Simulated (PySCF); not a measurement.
Nitroxyl, HNO.
Numbering: `[NH:1]=[O:2]` (hydrogens: H3 on N1)

Vertical excitations from PySCF (density fitting, frozen core in the response, grid level 2 and gas phase unless stated; continuum runs use non-equilibrium linear response for the excitations) on a GFN2-xTB geometry. Reference run:

| settings | S1, eV (f) | S2, eV (f) | S3, eV (f) | S4, eV (f) | S5, eV (f) | S6, eV (f) | T1, eV (Tamm–Dancoff) | mean α (au) |
| --- | --- | --- | --- | --- | --- | --- | --- | --- |
| PBE0/def2-SVPD, full TDDFT, 8 singlets | 1.42 (0.000) | 6.70 (0.076) | 7.32 (0.002) | 8.44 (0.026) | 8.82 (0.001) | 9.02 (0.072) | 0.34 | 14.3 |

**Question.** What do these settings give: wB97X/def2-QZVP, full TDDFT, 12 singlets?

**Answer.** 
```
                                settings    S1, eV (f)    S2, eV (f)    S3, eV (f)    S4, eV (f)    S5, eV (f)     S6, eV (f)  T1, eV (Tamm–Dancoff)  mean α (au)
wB97X/def2-QZVP, full TDDFT, 12 singlets  1.47 (0.000)  6.73 (0.068)  7.37 (0.002)  9.34 (0.026)  9.64 (0.002)  10.03 (0.222)                      –         13.4
```

S1 moves by +0.05 eV; functional and basis change together, so the shift can't be laid on one. States are counted by energy in each run and needn't keep their character from row to row.

**Question.** Give the leading configurations of S1 (H = HOMO, L = LUMO) and the HOMO–LUMO gap of each run.

**Answer.** 
```tsv
settings	S1 configurations (weight)	S1 (eV)	orbital gap (eV)	S1 − gap (eV)
PBE0/def2-SVPD, full TDDFT, 8 singlets	H→L 1.00	1.42	4.16	-2.74
wB97X/def2-QZVP, full TDDFT, 12 singlets	H→L 1.00	1.47	9.29	-7.82
```

